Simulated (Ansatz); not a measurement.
Geometry optimisation, Ansatz, RKS r2SCAN-D4/def2-SVP.

Input file:

```yaml
crystal:
  periodic: [false, false, false]
  atoms:
    - { symbol: Al, position_ang: [-1.017401, -0.145917, 0.415369] }
    - { symbol: H, position_ang: [1.542558, 0.166568, 1.399019] }
    - { symbol: C, position_ang: [2.149203, 0.04337, 0.483552] }
    - { symbol: H, position_ang: [2.101295, -0.998283, 0.13729] }
    - { symbol: H, position_ang: [1.792335, 0.706822, -0.315528] }
    - { symbol: H, position_ang: [3.189693, 0.299181, 0.728089] }
    - { symbol: H, position_ang: [-0.585283, -0.07184, -1.192191] }
basis:
  gaussian: { orbitals: def2-SVP }
hamiltonian:
  xc: r2scan
  dispersion: d4
relax:
  f_tol: 0.03
  max_steps: 50
```

Launched with:

```bash
$ ansatz run input.yaml --threads 1 --pin off --max-ram 2048MiB --backend cpu --events-out ev --progress --plain --runs-dir out
```

**Question.** Where does it end, and by what steps?

**Answer.** The run converged. After 3 steps the energy has fallen by 0.014 eV; Al1 moved furthest, 0.22 Å.

```json
{"step": "0", "energy less start (eV)": "0.0000", "largest force component (eV/Å)": "0.119", "accepted": "yes"}
{"step": "1", "energy less start (eV)": "-0.0136", "largest force component (eV/Å)": "0.072", "accepted": "yes"}
{"step": "2", "energy less start (eV)": "-0.0075", "largest force component (eV/Å)": "0.516", "accepted": "no"}
{"step": "3", "energy less start (eV)": "-0.0142", "largest force component (eV/Å)": "0.006", "accepted": "yes"}
```

```xyz
7
Properties=species:S:1:pos:R:3
Al -1.229 -0.176 0.366
H 1.610 0.188 1.406
C 2.221 0.054 0.501
H 2.144 -0.984 0.149
H 1.882 0.733 -0.294
H 3.268 0.276 0.747
H -0.723 -0.090 -1.219
```

Run time: 9.8 s on 1 thread of Arm Neoverse V1, on a shared host, peak memory 0.12 GiB.
